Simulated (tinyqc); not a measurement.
RKS/LDA (VWN5) in the sto-3g basis, for H2F+, spin multiplicity 1, step by step. One step of it, computed by the program tinyqc.

Task: Orthogonalisation. S = U s U^T; canonical form X = U s^(-1/2), so that X^T S X = 1. Each column of U has its largest component positive (the first on a tie).

overlap S, order 1F 1s, 1F 2s, 1F 2px, 1F 2py, 1F 2pz, 2H 1s, 3H 1s:
```
[[1.000000, 0.237990, 0.000000, 0.000000, 0.000000, 0.038800, 0.038800],
 [0.237990, 1.000000, 0.000000, 0.000000, 0.000000, 0.383642, 0.383642],
 [0.000000, 0.000000, 1.000000, 0.000000, 0.000000, 0.000000, 0.000000],
 [0.000000, 0.000000, 0.000000, 1.000000, 0.000000, 0.256726, -0.256726],
 [0.000000, 0.000000, 0.000000, 0.000000, 1.000000, 0.178725, 0.178725],
 [0.038800, 0.383642, 0.000000, 0.256726, 0.178725, 1.000000, 0.199536],
 [0.038800, 0.383642, 0.000000, -0.256726, 0.178725, 0.199536, 1.000000]]
```

Give: eigenvalues of S; X.

Result:

eigenvalues of S: [0.4593, 0.5237, 0.8996, 1.0000, 1.0887, 1.2768, 1.7519]

X, order 1F 1s, 1F 2s, 1F 2px, 1F 2py, 1F 2pz, 2H 1s, 3H 1s:
```
[[-0.3714, 0.0000, 0.7184, 0.0000, -0.6164, 0.0000, 0.1831],
 [1.0466, 0.0000, -0.2406, 0.0000, -0.2814, 0.0000, 0.4524],
 [0.0000, 0.0000, 0.0000, 1.0000, 0.0000, 0.0000, 0.0000],
 [0.0000, 0.8377, 0.0000, 0.0000, 0.0000, 0.7038, 0.0000],
 [0.4114, 0.0000, 0.6815, 0.0000, 0.6395, 0.0000, 0.1838],
 [-0.6223, -0.7771, -0.1913, 0.0000, 0.1587, 0.3794, 0.3865],
 [-0.6223, 0.7771, -0.1913, 0.0000, 0.1587, -0.3794, 0.3865]]
```
